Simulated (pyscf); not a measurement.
Optimised with ωB97X-D3(BJ)/def2-SVP in PySCF.

**Question.** For the elementary gas-phase step `[CH4]` + `[Cl][SiH][Cl]` [doublet] → `[CH3][SiH]([Cl])[Cl]` + `[H]` [doublet] (doublet surface; C–H broken, C–Si formed), what barrier and reaction energy does ωB97M-D3(BJ)/def2-TZVP give, measured from the separated reactants?

**Answer.** ΔE‡ = 43.8 kcal/mol, ΔE = +14.5 kcal/mol. Zero-point energy shifts the barrier by -2.8 kcal/mol. It is a substitution at C, with an imaginary mode of 1506i cm⁻¹. One saddle was located; it need not be the lowest between these sides. The angle at the attacked C is 178°.
